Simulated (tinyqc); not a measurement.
Worked calculation (part 1 of 2): MP2 on RHF in the sto-3g basis, for BH3, spin multiplicity 1. Computed by tinyqc, a small Python program that keeps every step (integrals from PySCF). Settings: charge = 0, multiplicity = 1, basis = sto-3g, method = RHF, energy threshold = 1e-10, iteration cap = 70, orthogonalisation = symmetric, start = Wolfsberg-Helmholz matrix, DIIS depth = 6. Command: `OMP_NUM_THREADS=1 python tinyqc.py 28016 28017 out.jsonl` (the two numbers bound the seeds that draw the settings). One thread of a shared host (Intel(R) Xeon(R) Processor @ 2.60GHz), about 0.1 s of CPU time with the checks. The early iterations of the SCF are left out here.

## One-electron integrals

Geometry (angstrom):

| atom | x | y | z |
|---|---|---|---|
| B | 0.000000 | 0.000000 | 0.023000 |
| H | 1.318000 | 0.000000 | 0.000000 |
| H | -0.659000 | 1.142000 | 0.000000 |
| H | -0.659000 | -1.142000 | 0.000000 |

Basis sto-3g: exponents (1/bohr^2) and contraction coefficients of normalised primitives:

| element | l (shell) | exponent | coefficient |
|---|---|---|---|
| B | s (1) | 48.791113 | 0.154329 |
| B | s (1) | 8.887362 | 0.535328 |
| B | s (1) | 2.405267 | 0.444635 |
| B | s (2) | 2.236956 | -0.099967 |
| B | s (2) | 0.519821 | 0.399513 |
| B | s (2) | 0.169062 | 0.700115 |
| B | p (3) | 2.236956 | 0.155916 |
| B | p (3) | 0.519821 | 0.607684 |
| B | p (3) | 0.169062 | 0.391957 |
| H | s (1) | 3.425251 | 0.154329 |
| H | s (1) | 0.623914 | 0.535328 |
| H | s (1) | 0.168855 | 0.444635 |

Overlap, kinetic and nuclear-attraction integrals over the contracted functions; the nuclear repulsion is the sum of Za Zb / Rab.

nuclear repulsion = 6.71530306 hartree

overlap S, lower triangle:
```
           1B 1s     1B 2s     1B 2px     1B 2py     1B 2pz     2H 1s     3H 1s     4H 1s
1B 1s   1.000000
1B 2s   0.269328  1.000000
1B 2px  0.000000  0.000000   1.000000
1B 2py  0.000000  0.000000   0.000000   1.000000
1B 2pz  0.000000  0.000000   0.000000   0.000000   1.000000
2H 1s   0.049711  0.411838   0.442337   0.000000  -0.007719  1.000000
3H 1s   0.049655  0.411597  -0.220991   0.382962  -0.007713  0.073546  1.000000
4H 1s   0.049655  0.411597  -0.220991  -0.382962  -0.007713  0.073546  0.073433  1.000000
```

kinetic energy T (hartree), lower triangle:
```
            1B 1s     1B 2s     1B 2px     1B 2py     1B 2pz      2H 1s      3H 1s     4H 1s
1B 1s   10.826302
1B 2s   -0.047967  0.359168
1B 2px   0.000000  0.000000   1.123881
1B 2py   0.000000  0.000000   0.000000   1.123881
1B 2pz   0.000000  0.000000   0.000000   0.000000   1.123881
2H 1s   -0.013588  0.059731   0.170043   0.000000  -0.002967   0.760032
3H 1s   -0.013580  0.059632  -0.084883   0.147097  -0.002963  -0.011462   0.760032
4H 1s   -0.013580  0.059632  -0.084883  -0.147097  -0.002963  -0.011462  -0.011462  0.760032
```

nuclear attraction V (hartree), lower triangle:
```
             1B 1s      1B 2s     1B 2px     1B 2py     1B 2pz      2H 1s      3H 1s      4H 1s
1B 1s   -24.351400
1B 2s    -3.463636  -4.949849
1B 2px   -0.000017  -0.000134  -4.969102
1B 2py    0.000000   0.000000   0.000000  -4.969101
1B 2pz    0.000792   0.007292   0.000003   0.000000  -4.819348
2H 1s    -0.641673  -1.731019  -1.748021   0.000000   0.031761  -3.679944
3H 1s    -0.640942  -1.729717   0.873113  -1.513093   0.031729  -0.296645  -3.679136
4H 1s    -0.640942  -1.729717   0.873113   1.513093   0.031729  -0.296645  -0.296186  -3.679136
```

core Hamiltonian H = T + V (hartree), lower triangle:
```
             1B 1s      1B 2s     1B 2px     1B 2py     1B 2pz      2H 1s      3H 1s      4H 1s
1B 1s   -13.525098
1B 2s    -3.511603  -4.590681
1B 2px   -0.000017  -0.000134  -3.845221
1B 2py    0.000000   0.000000   0.000000  -3.845220
1B 2pz    0.000792   0.007292   0.000003   0.000000  -3.695467
2H 1s    -0.655261  -1.671288  -1.577978   0.000000   0.028793  -2.919912
3H 1s    -0.654522  -1.670085   0.788230  -1.365996   0.028767  -0.308107  -2.919104
4H 1s    -0.654522  -1.670085   0.788230   1.365996   0.028767  -0.308107  -0.307648  -2.919104
```

## Two-electron integrals

Functions are numbered as in S; the eight-fold symmetry (ij|kl) = (ji|kl) = (kl|ij) leaves the list below.

Two-electron integrals (ij|kl) in chemists' order, unique and non-zero (hartree):
```
(11|11) 2.923513    (21|11) 0.518376    (21|21) 0.109262    (22|11) 0.744229
(22|21) 0.193177    (22|22) 0.544804    (31|31) 0.020264    (32|31) 0.029996
(32|32) 0.120346    (33|11) 0.742491    (33|21) 0.193240    (33|22) 0.544682
(33|33) 0.586773    (41|41) 0.020264    (42|41) 0.029996    (42|42) 0.120346
(43|43) 0.031630    (44|11) 0.742491    (44|21) 0.193240    (44|22) 0.544682
(44|33) 0.523513    (44|44) 0.586773    (51|51) 0.020264    (52|51) 0.029996
(52|52) 0.120346    (53|53) 0.031630    (54|54) 0.031630    (55|11) 0.742491
(55|21) 0.193240    (55|22) 0.544682    (55|33) 0.523513    (55|44) 0.523513
(55|55) 0.586773    (61|11) 0.095230    (61|21) 0.020012    (61|22) 0.035528
(61|31) 0.001438    (61|32) 0.002660    (61|33) 0.035890    (61|44) 0.035358
(61|51) -0.000025   (61|52) -0.000046   (61|53) -0.000009   (61|55) 0.035358
(61|61) 0.003780    (62|11) 0.235574    (62|21) 0.062132    (62|22) 0.193492
(62|31) 0.006833    (62|32) 0.042074    (62|33) 0.204481    (62|44) 0.187903
(62|51) -0.000119   (62|52) -0.000734   (62|53) -0.000289   (62|55) 0.187908
(62|61) 0.012154    (62|62) 0.095777    (63|11) 0.222783    (63|21) 0.059527
(63|22) 0.195629    (63|31) 0.011773    (63|32) 0.067648    (63|33) 0.216156
(63|44) 0.185259    (63|51) -0.000098   (63|52) -0.000676   (63|53) -0.000403
(63|55) 0.185263    (63|61) 0.012194    (63|62) 0.113295    (63|63) 0.141677
(64|41) 0.006139    (64|42) 0.028889    (64|43) 0.007798    (64|54) -0.000136
(64|64) 0.010384    (65|11) -0.003888   (65|21) -0.001039   (65|22) -0.003414
(65|31) -0.000098   (65|32) -0.000676   (65|33) -0.003500   (65|44) -0.003233
(65|51) 0.006141    (65|52) 0.028901    (65|53) 0.007802    (65|55) -0.003505
(65|61) -0.000213   (65|62) -0.001977   (65|63) -0.002291   (65|65) 0.010424
(66|11) 0.397588    (66|21) 0.106799    (66|22) 0.376696    (66|31) 0.014025
(66|32) 0.115207    (66|33) 0.420693    (66|44) 0.354460    (66|51) -0.000245
(66|52) -0.002010   (66|53) -0.001156   (66|55) 0.354480    (66|61) 0.021265
(66|62) 0.240238    (66|63) 0.308469    (66|65) -0.005383   (66|66) 0.774606
(71|11) 0.095122    (71|21) 0.019989    (71|22) 0.035488    (71|31) -0.000718
(71|32) -0.001328   (71|33) 0.035451    (71|41) 0.001244    (71|42) 0.002301
(71|43) -0.000230   (71|44) 0.035717    (71|51) -0.000025   (71|52) -0.000046
(71|53) 4.64e-06    (71|54) -0.000008   (71|55) 0.035318    (71|61) 0.003607
(71|62) 0.011102    (71|63) 0.010403    (71|64) 0.000443    (71|65) -0.000195
(71|66) 0.018983    (71|71) 0.003771    (72|11) 0.235393    (72|21) 0.062085
(72|22) 0.193355    (72|31) -0.003412   (72|32) -0.021016   (72|33) 0.191908
(72|41) 0.005913    (72|42) 0.036419    (72|43) -0.007172   (72|44) 0.200199
(72|51) -0.000119   (72|52) -0.000733   (72|53) 0.000144    (72|54) -0.000250
(72|55) 0.187775    (72|61) 0.011106    (72|62) 0.062440    (72|63) 0.059270
(72|64) 0.007437    (72|65) -0.001259   (72|66) 0.118930    (72|71) 0.012131
(72|72) 0.095657    (73|11) -0.111280   (73|21) -0.029734   (73|22) -0.097722
(73|31) 0.007540    (73|32) 0.038542    (73|33) -0.102241   (73|41) -0.002437
(73|42) -0.016770   (73|43) 0.010058    (73|44) -0.098277   (73|51) 0.000049
(73|52) 0.000338    (73|53) -0.000203   (73|54) 0.000116    (73|55) -0.092545
(73|61) -0.004818   (73|62) -0.023189   (73|63) -0.016978   (73|64) -0.001934
(73|65) 0.000462    (73|66) -0.039159   (73|71) -0.006084   (73|72) -0.056563
(73|73) 0.043134    (74|11) 0.192841    (74|21) 0.051527    (74|22) 0.169346
(74|31) -0.002437   (74|32) -0.016770   (74|33) 0.163678    (74|41) 0.010357
(74|42) 0.057926    (74|43) -0.009629   (74|44) 0.183805    (74|51) -0.000085
(74|52) -0.000585   (74|53) 0.000116    (74|54) -0.000336   (74|55) 0.160373
(74|61) 0.009236    (74|62) 0.055061    (74|63) 0.052162    (74|64) 0.012008
(74|65) -0.001088   (74|66) 0.105494    (74|71) 0.010543    (74|72) 0.098019
(74|73) -0.056781   (74|74) 0.108766    (75|11) -0.003884   (75|21) -0.001038
(75|22) -0.003411   (75|31) 0.000049    (75|32) 0.000338    (75|33) -0.003296
(75|41) -0.000085   (75|42) -0.000585   (75|43) 0.000116    (75|44) -0.003430
(75|51) 0.006135    (75|52) 0.028876    (75|53) -0.003897   (75|54) 0.006753
(75|55) -0.003502   (75|61) -0.000195   (75|62) -0.001259   (75|63) -0.001173
(75|64) -0.000144   (75|65) 0.006145    (75|66) -0.002504   (75|71) -0.000212
(75|72) -0.001974   (75|73) 0.001144    (75|74) -0.001982   (75|75) 0.010408
(76|11) 0.040465    (76|21) 0.010680    (76|22) 0.033719    (76|31) 0.000498
(76|32) 0.003115    (76|33) 0.034029    (76|41) 0.000862    (76|42) 0.005396
(76|43) 0.000300    (76|44) 0.034376    (76|51) -0.000035   (76|52) -0.000217
(76|53) -0.000032   (76|54) -0.000055   (76|55) 0.032721    (76|61) 0.002017
(76|62) 0.014167    (76|63) 0.015558    (76|64) 0.001569    (76|65) -0.000319
(76|66) 0.032006    (76|71) 0.002015    (76|72) 0.014160    (76|73) -0.006415
(76|74) 0.014254    (76|75) -0.000319   (76|76) 0.002676    (77|11) 0.397445
(77|21) 0.106761    (77|22) 0.376589    (77|31) -0.007005   (77|32) -0.057560
(77|33) 0.370901    (77|41) 0.012140    (77|42) 0.099747    (77|43) -0.028661
(77|44) 0.404029    (77|51) -0.000245   (77|52) -0.002009   (77|53) 0.000577
(77|54) -0.001000   (77|55) 0.354382    (77|61) 0.018998    (77|62) 0.118984
(77|63) 0.110976    (77|64) 0.018819    (77|65) -0.002505   (77|66) 0.231512
(77|71) 0.021233    (77|72) 0.240069    (77|73) -0.154085   (77|74) 0.267019
(77|75) -0.005378   (77|76) 0.032006    (77|77) 0.774606    (81|11) 0.095122
(81|21) 0.019989    (81|22) 0.035488    (81|31) -0.000718   (81|32) -0.001328
(81|33) 0.035451    (81|41) -0.001244   (81|42) -0.002301   (81|43) 0.000230
(81|44) 0.035717    (81|51) -0.000025   (81|52) -0.000046   (81|53) 4.64e-06
(81|54) 0.000008    (81|55) 0.035318    (81|61) 0.003607    (81|62) 0.011102
(81|63) 0.010403    (81|64) -0.000443   (81|65) -0.000195   (81|66) 0.018983
(81|71) 0.003603    (81|72) 0.011093    (81|73) -0.005579   (81|74) 0.008783
(81|75) -0.000195   (81|76) 0.001874    (81|77) 0.018976    (81|81) 0.003771
(82|11) 0.235393    (82|21) 0.062085    (82|22) 0.193355    (82|31) -0.003412
(82|32) -0.021016   (82|33) 0.191908    (82|41) -0.005913   (82|42) -0.036419
(82|43) 0.007172    (82|44) 0.200199    (82|51) -0.000119   (82|52) -0.000733
(82|53) 0.000144    (82|54) 0.000250    (82|55) 0.187775    (82|61) 0.011106
(82|62) 0.062440    (82|63) 0.059270    (82|64) -0.007437   (82|65) -0.001259
(82|66) 0.118930    (82|71) 0.011093    (82|72) 0.062389    (82|73) -0.036035
(82|74) 0.047588    (82|75) -0.001258   (82|76) 0.010190    (82|77) 0.118884
(82|81) 0.012131    (82|82) 0.095657    (83|11) -0.111280   (83|21) -0.029734
(83|22) -0.097722   (83|31) 0.007540    (83|32) 0.038542    (83|33) -0.102241
(83|41) 0.002437    (83|42) 0.016770    (83|43) -0.010058   (83|44) -0.098277
(83|51) 0.000049    (83|52) 0.000338    (83|53) -0.000203   (83|54) -0.000116
(83|55) -0.092545   (83|61) -0.004818   (83|62) -0.023189   (83|63) -0.016978
(83|64) 0.001934    (83|65) 0.000462    (83|66) -0.039159   (83|71) -0.005579
(83|72) -0.036035   (83|73) 0.026467    (83|74) -0.027021   (83|75) 0.000710
(83|76) -0.004653   (83|77) -0.071702   (83|81) -0.006084   (83|82) -0.056563
(83|83) 0.043134    (84|11) -0.192841   (84|21) -0.051527   (84|22) -0.169346
(84|31) 0.002437    (84|32) 0.016770    (84|33) -0.163678   (84|41) 0.010357
(84|42) 0.057926    (84|43) -0.009629   (84|44) -0.183805   (84|51) 0.000085
(84|52) 0.000585    (84|53) -0.000116   (84|54) -0.000336   (84|55) -0.160373
(84|61) -0.009236   (84|62) -0.055061   (84|63) -0.052162   (84|64) 0.012008
(84|65) 0.001088    (84|66) -0.105494   (84|71) -0.008783   (84|72) -0.047588
(84|73) 0.027021    (84|74) -0.031480   (84|75) 0.000943    (84|76) -0.008063
(84|77) -0.086660   (84|81) -0.010543   (84|82) -0.098019   (84|83) 0.056781
(84|84) 0.108766    (85|11) -0.003884   (85|21) -0.001038   (85|22) -0.003411
(85|31) 0.000049    (85|32) 0.000338    (85|33) -0.003296   (85|41) 0.000085
(85|42) 0.000585    (85|43) -0.000116   (85|44) -0.003430   (85|51) 0.006135
(85|52) 0.028876    (85|53) -0.003897   (85|54) -0.006753   (85|55) -0.003502
(85|61) -0.000195   (85|62) -0.001259   (85|63) -0.001173   (85|64) 0.000144
(85|65) 0.006145    (85|66) -0.002504   (85|71) -0.000195   (85|72) -0.001258
(85|73) 0.000710    (85|74) -0.000943   (85|75) 0.006139    (85|76) -0.000223
(85|77) -0.002502   (85|81) -0.000212   (85|82) -0.001974   (85|83) 0.001144
(85|84) 0.001982    (85|85) 0.010408    (86|11) 0.040465    (86|21) 0.010680
(86|22) 0.033719    (86|31) 0.000498    (86|32) 0.003115    (86|33) 0.034029
(86|41) -0.000862   (86|42) -0.005396   (86|43) -0.000300   (86|44) 0.034376
(86|51) -0.000035   (86|52) -0.000217   (86|53) -0.000032   (86|54) 0.000055
(86|55) 0.032721    (86|61) 0.002017    (86|62) 0.014167    (86|63) 0.015558
(86|64) -0.001569   (86|65) -0.000319   (86|66) 0.032006    (86|71) 0.001874
(86|72) 0.010190    (86|73) -0.004653   (86|74) 0.008063    (86|75) -0.000223
(86|76) 0.002039    (86|77) 0.019075    (86|81) 0.002015    (86|82) 0.014160
(86|83) -0.006415   (86|84) -0.014254   (86|85) -0.000319   (86|86) 0.002676
(87|11) 0.040405    (87|21) 0.010664    (87|22) 0.033668    (87|31) -0.000994
(87|32) -0.006219   (87|33) 0.034495    (87|44) 0.033806    (87|51) -0.000035
(87|52) -0.000217   (87|53) 0.000064    (87|55) 0.032672    (87|61) 0.001874
(87|62) 0.010182    (87|63) 0.009301    (87|65) -0.000223   (87|66) 0.019052
(87|71) 0.002012    (87|72) 0.014136    (87|73) -0.009115   (87|74) 0.012664
(87|75) -0.000318   (87|76) 0.002036    (87|77) 0.031950    (87|81) 0.002012
(87|82) 0.014136    (87|83) -0.009115   (87|84) -0.012664   (87|85) -0.000318
(87|86) 0.002036    (87|87) 0.002668    (88|11) 0.397445    (88|21) 0.106761
(88|22) 0.376589    (88|31) -0.007005   (88|32) -0.057560   (88|33) 0.370901
(88|41) -0.012140   (88|42) -0.099747   (88|43) 0.028661    (88|44) 0.404029
(88|51) -0.000245   (88|52) -0.002009   (88|53) 0.000577    (88|54) 0.001000
(88|55) 0.354382    (88|61) 0.018998    (88|62) 0.118984    (88|63) 0.110976
(88|64) -0.018819   (88|65) -0.002505   (88|66) 0.231512    (88|71) 0.018976
(88|72) 0.118884    (88|73) -0.071702   (88|74) 0.086660    (88|75) -0.002502
(88|76) 0.019075    (88|77) 0.231425    (88|81) 0.021233    (88|82) 0.240069
(88|83) -0.154085   (88|84) -0.267019   (88|85) -0.005378   (88|86) 0.032006
(88|87) 0.031950    (88|88) 0.774606
```

## Orthogonalisation

S = U s U^T; symmetric (Loewdin) form X = U s^(-1/2) U^T, so that X^T S X = 1.

eigenvalues of S: 0.324651  0.420355  0.420450  0.960926  1.000570  1.506061  1.506117  1.860870

X, lower triangle:
```
            1B 1s      1B 2s     1B 2px     1B 2py    1B 2pz      2H 1s      3H 1s     4H 1s
1B 1s    1.033000
1B 2s   -0.172963   1.305548
1B 2px  -0.000015   0.000178   1.153963
1B 2py   0.000000   0.000000   0.000000   1.153923
1B 2pz   0.000576  -0.005038  -0.000004   0.000000  1.000092
2H 1s    0.026233  -0.275405  -0.296445   0.000000  0.005036   1.192085
3H 1s    0.026223  -0.275134   0.148050  -0.256576  0.005030  -0.011283   1.191818
4H 1s    0.026223  -0.275134   0.148050   0.256576  0.005030  -0.011283  -0.011304  1.191818
```

## Starting guess

The start is the generalised Wolfsberg-Helmholz matrix (K = 1.75) built on H; D = 2 C_occ C_occ^T.

D at the start, lower triangle:
```
            1B 1s      1B 2s     1B 2px     1B 2py     1B 2pz     2H 1s     3H 1s     4H 1s
1B 1s    2.039834
1B 2s   -0.144531   0.758922
1B 2px   0.000083  -0.000290   1.032235
1B 2py   0.000000   0.000000   0.000000   1.032401
1B 2pz   0.004658  -0.012822   0.000004   0.000000   0.000219
2H 1s   -0.169833   0.330137   0.487868   0.000000  -0.005696  0.380001
3H 1s   -0.169788   0.330146  -0.243996   0.422493  -0.005695  0.034009  0.379813
4H 1s   -0.169788   0.330146  -0.243996  -0.422493  -0.005695  0.034009  0.034017  0.379813
```

## Iteration 7 (converged): orbitals

converged F (hartree), lower triangle:
```
            1B 1s      1B 2s     1B 2px     1B 2py    1B 2pz      2H 1s      3H 1s      4H 1s
1B 1s   -7.421475
1B 2s   -2.175993  -1.060472
1B 2px  -0.000002  -0.000112  -0.136984
1B 2py   0.000000   0.000000   0.000000  -0.136919
1B 2pz  -0.000429   0.004284   0.000005   0.000000  0.243412
2H 1s   -0.412803  -0.484901  -0.371028   0.000000  0.004676  -0.328063
3H 1s   -0.412342  -0.484609   0.185398  -0.321256  0.004671  -0.102904  -0.327807
4H 1s   -0.412342  -0.484609   0.185398   0.321256  0.004671  -0.102904  -0.102757  -0.327807
```

Diagonalise F' = X^T F X, C = X C', fill 4 alpha and 4 beta electrons from the bottom; D = 2 C_occ C_occ^T. Each column has its largest component positive (the first on a tie).

F' = X^T F X (hartree), lower triangle:
```
           1          2          3          4         5          6          7         8
1  -7.228491
2  -1.184253  -0.240925
3  -0.000005   0.000114   0.168492
4   0.000000   0.000000   0.000000   0.168511
5   0.000320  -0.003315  -0.000001   0.000000  0.243563
6  -0.030059  -0.349574  -0.436965   0.000000  0.005842   0.024872
7  -0.029926  -0.349335   0.218323  -0.378291  0.005835  -0.028128   0.024750
8  -0.029926  -0.349335   0.218323   0.378291  0.005835  -0.028128  -0.028138  0.024750
```

orbital energies (hartree): MO1 -7.426791, MO2 -0.625714, MO3 -0.427426, MO4 -0.427399, MO5 0.243294, MO6 0.551884, MO7 0.648798, MO8 0.648874

coefficients C:
```
              MO1        MO2        MO3        MO4        MO5        MO6        MO7        MO8
1B 1s    0.991271  -0.224668   0.000091   0.000000  -0.008591  -0.256712   0.000000  -0.000723
1B 2s    0.034145   0.602330  -0.000344   0.000000   0.037319   1.263434   0.000000   0.003810
1B 2px   0.000004   0.000204   0.500884   0.000000  -0.000004  -0.002795   0.000000   1.101116
1B 2py   0.000000   0.000000   0.000000   0.500864   0.000000   0.000000   1.101062   0.000000
1B 2pz  -0.000079  -0.002931  -0.000002   0.000000   0.999311  -0.040679   0.000000  -0.000110
2H 1s   -0.005594   0.277799   0.532938   0.000000  -0.014307  -0.672245   0.000000  -0.878872
3H 1s   -0.005591   0.277488  -0.266674   0.461648  -0.014320  -0.675615  -0.759252   0.436414
4H 1s   -0.005591   0.277488  -0.266674  -0.461648  -0.014320  -0.675615   0.759252   0.436414
```

D after iteration 7, lower triangle:
```
            1B 1s      1B 2s     1B 2px     1B 2py     1B 2pz      2H 1s      3H 1s     4H 1s
1B 1s    2.066188
1B 2s   -0.202955   0.727935
1B 2px   0.000007  -0.000099   0.501769
1B 2py   0.000000   0.000000   0.000000   0.501729
1B 2pz   0.001161  -0.003537  -0.000003   0.000000   0.000017
2H 1s   -0.135819   0.333905   0.533993   0.000000  -0.001630   0.722453
3H 1s   -0.135818   0.334080  -0.267032   0.462445  -0.001625  -0.130007   0.722529
4H 1s   -0.135818   0.334080  -0.267032  -0.462445  -0.001625  -0.130007  -0.129946  0.722529
```

## Convergence

Stop when the energy changes by less than 1e-10 hartree and every element of the error matrix X^T (F D S - S D F) X is below 3e-06.

Course of the cycle:

| iteration | E (hartree) | change | largest element of the error matrix |
|---|---|---|---|
| 1 | -25.84003817 | - | 3.46e-01 |
| 2 | -26.02620678 | -1.86e-01 | 4.62e-02 |
| 3 | -26.03010567 | -3.90e-03 | 8.11e-03 |
| 4 | -26.03035057 | -2.45e-04 | 1.59e-03 |
| 5 | -26.03035703 | -6.46e-06 | 1.43e-05 |
| 6 | -26.03035703 | -5.13e-10 | 3.00e-06 |
| 7 | -26.03035703 | -1.58e-11 | 1.53e-07 |

PySCF RHF in the same basis = -26.03035703 hartree

Converged in 7 iterations.

## Populations, bond orders and dipole

Mulliken: Z minus the diagonal of D S on the atom; Loewdin: the same with S^(1/2) D S^(1/2); Mayer order: 2 sum_s sum (D(s) S)_ij (D(s) S)_ji over the two atoms.

Charges (e):

| atom | Mulliken | Loewdin |
|---|---|---|
| 1B | 0.210932 | 0.200577 |
| 2H | -0.070311 | -0.066855 |
| 3H | -0.070311 | -0.066861 |
| 4H | -0.070311 | -0.066861 |

Mayer bond orders:

| pair | order |
|---|---|
| 2-1 | 0.984190 |
| 3-1 | 0.984182 |
| 3-2 | 0.005433 |
| 4-1 | 0.984182 |
| 4-2 | 0.005433 |
| 4-3 | 0.005441 |

dipole moment about the origin, x y z (debye): -0.000081  0.000000  0.063060
